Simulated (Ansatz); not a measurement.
System: 1T (CdI2-type) TiTe₂. Method: rVV10 (plane waves, PAW; Ansatz, a program for electronic structure).

Run with plane-wave cutoff 520 eV, 18×18×10 k mesh (along the axes of the cell as run), Fermi–Dirac smearing 0.05 eV, no spin polarisation, scalar-relativistic PAW data made under PBE.

Energies at three volumes about the minimum:

| V (Å³/atom) | E − E_lowest (meV/atom) |
|---|---|
| 27.418 | 1.22 |
| 27.978 | 0.00 |
| 28.537 | 1.05 |

Fit a parabola by hand: where is the minimum, and what is the bulk modulus?

Slopes: (0.00 − 1.22)/(27.978 − 27.418) = -2.179 and (1.05 − 0.00)/(28.537 − 27.978) = 1.878 meV/Å³. Curvature E″ = 2 × (1.878 − (-2.179))/(28.537 − 27.418) = 7.251 meV/Å⁶. From the middle of the first interval, the slope vanishes at V0 = 27.6980 − (-2.179)/7.251 = 27.999 Å³/atom. B = V0 E″ = 27.999 × 7.251 meV/Å³ × 0.1602 GPa per meV/Å³ = 32.5 GPa. The full Birch–Murnaghan fit to all volumes gives V0 = 27.982 Å³/atom and B0 = 32.2 GPa.

Shape and atoms are relaxed at each volume.

Note: the bulk modulus comes from volumes at which shape and atoms were relaxed.
